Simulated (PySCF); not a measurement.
Structure with atom numbers: `[CH3:1][CH2:2][CH2:3][C:4](=[O:5])[Cl:6]`. Hydrogens are named by the atom that carries them.

Geometry: PBE0-D3(BJ)/def2-SVP; GIAO shifts from PySCF 2.14, gas phase, non-relativistic, averaged over equivalent atoms.

At OPBE/pcSseg-1 (144 basis functions, 20 s wall time on 1 thread of an Arm Neoverse V1, shared host):
```csv
atoms,δ (ppm)
C4,173.5
C3,50.2
C2,21.8
C1,15.0
O5,546.7
Cl6,464.4
H(C3),2.69
H(C2),1.51
H(C1),0.91
```

Shifts are taken against calculated references (same method and geometry level): ¹³C (185.13 ppm) and ¹H (31.23 ppm) against TMS; H2O for ¹⁷O (332.03 ppm); ³⁵Cl (938.85 ppm) against HCl.

Estimate the result of repeating the calculation with HF/pcSseg-1.

Answers


| atoms | δ at HF/pcSseg-1 | change |
| --- | --- | --- |
| C4 | 180.5 | +7.0 |
| C3 | 46.1 | -4.1 |
| C2 | 17.5 | -4.3 |
| C1 | 14.2 | -0.8 |
| O5 | 602.4 | +55.7 |
| Cl6 | 371.1 | -93.3 |
| H(C3) | 2.28 | -0.41 |
| H(C2) | 1.42 | -0.09 |
| H(C1) | 0.99 | +0.08 |

References, each an isolated molecule treated in the same way: TMS for ¹³C (σref 190.85) and ¹H (σref 31.69); ¹⁷O (σref 333.31) vs H2O; HCl for ³⁵Cl (σref 955.90).

The largest change is at Cl6 (chlorine bonded to C). Cost: 144 basis functions, 5.9 s wall time on 1 thread of an Arm Neoverse V1, shared host. The order of the carbon signals is the same at both levels.

Carbons that carry Cl, above all several Cl atoms, come out too deshielded, partly because spin–orbit coupling is missing. Unscaled 17O shifts of doubly bonded oxygen tend to come out too high, by tens of ppm or more. Experimental scales use liquid or dissolved standards, which lie at an offset from isolated H2O (liquid H2O: subtract about 36 ppm).
